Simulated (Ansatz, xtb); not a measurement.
**Two isomers of CH3SSi−**

We compare X, `C=[SiH][S-]`, a singlet, with Y, `C1[SiH-]S1`, a singlet. Both are isolated ions in the gas phase, relaxed with PBE0-D3(BJ)/def2-SVPD.

X (Å):

```csv
atom,x (Å),y (Å),z (Å)
C,0.2642,1.0066,1.2586
S,2.5989,2.7134,-0.6355
Si,0.7875,2.2226,0.1409
H,0.9240,0.2749,1.7330
H,-0.7964,0.9449,1.5254
H,-0.3827,3.0586,-0.3166
```

Y (Å):

```xyz
6

C    -0.2598    0.4218    0.0749
S    -0.7862   -1.3291   -0.0952
Si    0.0299   -0.0372   -1.7818
H     1.5251   -0.4196   -1.5954
H     0.5946    0.5487    0.7530
H    -1.0924    1.0901    0.3311
```

**Question.** Estimate E(Y) − E(X) at the level CCSD(T)/def2-SVPD + ΔMP2/def2-TZVPPD.

**Answer.** Calculated at CCSD(T)/def2-SVPD + ΔMP2/def2-TZVPPD: E(Y) − E(X) = +0.822 eV, so structure X lies lower.

How the difference moves with the method:

```
                               level               geometry  E(Y) − E(X) (eV)  departure from the last row (eV)  job, with rough time for the two
                            GFN2-xTB               GFN2-xTB              +1.137                            +0.315              optimisation, 0.54 s
                           HF/STO-3G               GFN2-xTB              −1.383                            −2.204              single point, 0.84 s
                 r2SCAN-D4/def2-SVPD               GFN2-xTB              +0.935                            +0.113               single point, 7.2 s
               PBE0-D3(BJ)/def2-SVPD  PBE0-D3(BJ)/def2-SVPD              +0.767                            −0.054                optimisation, 80 s
                        HF/def2-SVPD  PBE0-D3(BJ)/def2-SVPD              +1.039                            +0.217           part of the CCSD(T) run
                       MP2/def2-SVPD  PBE0-D3(BJ)/def2-SVPD              +0.953                            +0.132           part of the CCSD(T) run
                   CCSD(T)/def2-SVPD  PBE0-D3(BJ)/def2-SVPD              +0.869                            +0.048                      single point
CCSD(T)/def2-SVPD + ΔMP2/def2-TZVPPD  PBE0-D3(BJ)/def2-SVPD              +0.822                                                  single point, 38 s
```

As drawn, Y has 1 C–Si, 1 C–S in place of 1 C=Si. Structure X has no ring, Y a 3-membered ring.

HF/STO-3G puts the two in the other order. The largest departure from CCSD(T)/def2-SVPD + ΔMP2/def2-TZVPPD is that of HF/STO-3G, 2.204 eV. The last row adds to CCSD(T) the change of the MP2 difference between the two basis sets, here −0.048 eV.

With harmonic frequencies from PBE0-D3(BJ)/def2-SVPD (ideal gas, rigid rotor, one conformer each, 298.15 K, 1 atm): on the last row, ΔE + ΔZPE = +0.851, ΔH = +0.838, ΔG = +0.860 eV.

The correlated steps freeze 11 core orbitals. Mirror images aren't counted in ΔG. Codes used: Ansatz 0.2.0, xtb 6.7.1; the last row on 1 thread of Intel(R) Xeon(R) Processor @ 2.50GHz (Skylake/Cascade Lake) on a shared host.
